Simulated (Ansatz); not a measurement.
Take a crystal in which Ge has been replaced by Sn on all its sites, with the cell rescaled by a rough guess (in some cases also distorted within its space group) and nothing relaxed:

```xyz
4
Lattice="-2.2851 2.2851 5.1630 2.2851 -2.2851 5.1630 2.2851 2.2851 -5.1630" Properties=species:S:1:pos:R:3 pbc="T T T"
Y     0.0000    2.2851    2.5815
Y     2.2851    0.0000    2.5815
Y     0.0000    0.0000    5.1630
Sn    0.0000    0.0000    0.0000
```

Computed with Ansatz, DFT PBEsol, scalar-relativistic, plane waves, PAW.

Cutoff 420 eV; k points 14×14×14 on the computed 4-atom cell (Γ-centred); Gaussian smearing, width 0.10 eV; no spin polarisation.

**Question.** What pressure does the cell carry?

**Answer.** The pressure is 0.9 GPa (positive in compression), so the cell would expand.

**Question.** Is it a metal on this mesh?

**Answer.** Yes, a band crosses the Fermi level.

**Question.** What is its energy against the elements in their standard states?

**Answer.** -0.444 eV/atom at this unrelaxed geometry, with the elements in the same functional.